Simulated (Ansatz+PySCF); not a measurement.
Two shapes of doublet C2H3.

Shape 1:

```xyz
5

C     0.0000   -0.0520   -0.5881
C     0.0000   -0.0453    0.7229
H     0.0000    0.6873    1.5306
H     0.0000   -0.9850   -1.1659
H     0.0000    0.8815   -1.1737
```

Shape 2:

```xyz
5

C    -0.0191   -0.0155   -0.6165
C     0.0037    0.0045    0.7217
H     0.0193    0.7334    1.5278
H    -0.0184   -1.0166   -1.2001
H    -0.0338    0.8589   -1.2028
```

Basis set: def2-SVP (spherical functions). Correlated methods keep 2 orbitals frozen. Correlation on ROHF uses semicanonical orbitals with singles. Charge 0, multiplicity 2.

Computed with Ansatz (development build ahead of 0.2.0); each method stands on the lowest determinant of its kind that the runs found.

(1) Which shape is lower in energy, and by how much in each method?

Results:

(1)

| method | E(2) − E(1) (eV) |
| --- | --- |
| ROHF-MP2 | 0.116 |
| ROHF-CCSD | 0.107 |
| PBE (restricted open-shell) | 0.109 |
| ωB97X (restricted open-shell) | 0.130 |
| ωB97X (unrestricted) | 0.127 |

Shape 1 is lower.
